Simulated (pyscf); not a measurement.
A first-order saddle from PySCF, ωB97X-D3(BJ)/def2-SVP:

```
C
F 1 1.3459
H 1 1.1009 2 112.28
H 1 1.1009 3 114.98 2 -130.00
H 1 1.3726 3 104.23 4 -113.48
H 5 0.9403 3 148.34 1 175.29
```
Charge 0, spin multiplicity 2.

Surface: doublet, charge 0. Lowest wavenumbers (cm⁻¹): 1428i, 296, 526, 1090, 1176.

Question: Which two sides does it connect, and which bonds change?

Answer: `[CH3][F]` + `[H]` [doublet] ⇌ `[CH2][F]` [doublet] + `[H][H]`, a hydrogen abstraction read from left to right: C–H broken and H–H formed. At ωB97M-D3(BJ)/def2-TZVP it lies +11.9 kcal/mol from the left side and +12.5 kcal/mol from the right (each side as separated species at their lowest minima found). One saddle was located; it need not be the lowest between these sides. The angle at the transferred H is 177°.
